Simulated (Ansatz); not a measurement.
The cluster BP₂⁻ (the lowest singlet isomer of a short search) was relaxed with PBE0-D4 (def2-TZVPD) in Ansatz in these states: charge -1 quintet, charge -1 triplet. The geometries follow in no particular order.

A:

```xyz
3

B     0.280    0.361    0.400
P    -0.132   -1.402    0.896
P    -0.148    1.040   -1.296
```

B:

```xyz
3

B     0.0002    0.0020    0.0007
P     0.4886    0.5397   -1.5919
P    -0.4888   -0.5417    1.5912
```

Task: Judge from the bond lengths which geometry belongs to which state (an estimate).

Result: A is the charge -1 quintet (B1–P2 1.877 Å, B1–P3 1.877 Å); B is the charge -1 triplet (B1–P2 1.751 Å, B1–P3 1.751 Å).

At PBE0-D4/def2-TZVPD the highest occupied level of the charge -1 quintet lies above zero (up to 0.39 eV). It is a level of α spin, whose loss leaves a quartet; that state wasn't run at this geometry and level. The electron is either unbound and held by the finite basis, or the level is raised by self-interaction error. At PBE0-D4/def2-TZVPD a triplet lies 3.01 eV below the charge -1 quintet. These are the stationary points nearest to one start from a short search; other shapes may lie lower in each state.
